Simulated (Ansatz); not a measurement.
One change: `C/N=C(/O)S` becomes `C/N=C(/O)Cl`.

Ansatz, PBE0-D4/def2-TZVP geometries, multiplicity 1. Each molecule was computed in one conformer, which needn't be the lowest.

| property | `C/N=C(/O)S` |
| --- | --- |
| HOMO energy (PBE/def2-TZVPP) / eV | -6.06 |
| ideal-gas entropy at 298 K and 1 bar (rigid rotor, harmonic PBE0-D4/def2-TZVP) / J/(mol·K) | 325 |
| HOMO–LUMO gap (PBE0/def2-TZVPP) / eV | 7.67 |
| HOMO–LUMO gap (B3LYP/def2-TZVPP) / eV | 7.20 |
| LUMO energy (B3LYP/def2-TZVPP) / eV | 0.13 |
| HOMO–LUMO gap (PBE/def2-TZVPP) / eV | 5.42 |

(1) What does the change do to each property? (Estimate.)

Answers

(1) Computed: 
```
                                                                                  property  `C/N=C(/O)Cl`  shift
                                                         HOMO energy (PBE/def2-TZVPP) / eV          -6.57  -0.51
ideal-gas entropy at 298 K and 1 bar (rigid rotor, harmonic PBE0-D4/def2-TZVP) / J/(mol·K)            318     -7
                                                      HOMO–LUMO gap (PBE0/def2-TZVPP) / eV           8.25   0.58
                                                     HOMO–LUMO gap (B3LYP/def2-TZVPP) / eV           7.76   0.56
                                                       LUMO energy (B3LYP/def2-TZVPP) / eV           0.10  -0.03
                                                       HOMO–LUMO gap (PBE/def2-TZVPP) / eV           5.85   0.43
```

The zero-point energy changes by -22.6 kJ/mol with -3 modes.

Positive LUMOs are unbound, so they and the gaps depend on the basis.

B3LYP here is the variant with VWN-RPA as its local correlation; programs differ in this.
